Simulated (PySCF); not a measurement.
Computed IR spectrum (relative IR intensity) of a molecule C2H4O2. Coordinates come from a PBE0-D3(BJ)/def2-SVP optimisation. The values are those of a single conformer. All values below come from PBE0-D3(BJ)/def2-SVP (PySCF). Frequencies are harmonic and unscaled.

ν (cm⁻¹): 549 (w), 601 (w), 690 (m), 995 (w), 1055 (w), 1231 (s), 1337 (vw), 1427 (m), 1441 (w), 1446 (vw), 1907 (vs), 3809 (m) (against the strongest line: vs over 80 %, s over 45 %, m over 15 %, w over 4 %, vw less)

Task: Which molecule gave these data?
A) COC=O
B) C1OCO1
C) CC(=O)O

Result: C, CC(=O)O
